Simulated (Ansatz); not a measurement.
Reaction (SMILES): FB(F)F → F[B]F + F atom
B3LYP-D3(BJ)/def2-TZVP geometries, fixed; electronic energies without zero-point terms.

Basis-set convergence of the bond dissociation energy at PBE0 with Ansatz (a first-principles code). All functions are spherical. The program fits the integrals of some runs and decomposes those of others, by size. Open shells are unrestricted. No added dispersion term, no relativity. Functions are those of the species that has most. Reference: the value in pcseg-4, 167.88 kcal/mol, itself unsure by roughly 0.09 kcal/mol (its mean distance from aug-pcseg-3, aug-cc-pVQZ, cc-pV5Z). Deviations are taken from unrounded values.

```
basis        functions
-----------  ---------
pcseg-0             36
def2-SVP            56
pcseg-1             56
aug-pcseg-1         92
pcseg-2            120
def2-TZVPP         124
aug-pcseg-2        184
def2-QZVPP         228
pcseg-3            240
aug-pcseg-3        340
pcseg-4            404
```

### Question
Which is the smallest set listed that can be trusted to 2 kcal/mol here, that is, within that of the reference together with its larger relatives (same family, alike in diffuse functions; a set with none to test it counts only in the reference's own line)?

### Answer
The smallest set listed that lies within 2 kcal/mol of the reference with all its larger relatives (same family, alike in diffuse functions; a set with none counts only in the reference's own line) is pcseg-1 (56 functions, -0.54 kcal/mol off). Value minus reference: pcseg-0 -4.31, def2-SVP 4.13, pcseg-1 -0.54, aug-pcseg-1 -0.51, pcseg-2 0.37, def2-TZVPP 0.07, aug-pcseg-2 0.37, def2-QZVPP 0.00, pcseg-3 0.17, aug-pcseg-3 0.12, pcseg-4 0.00 kcal/mol.
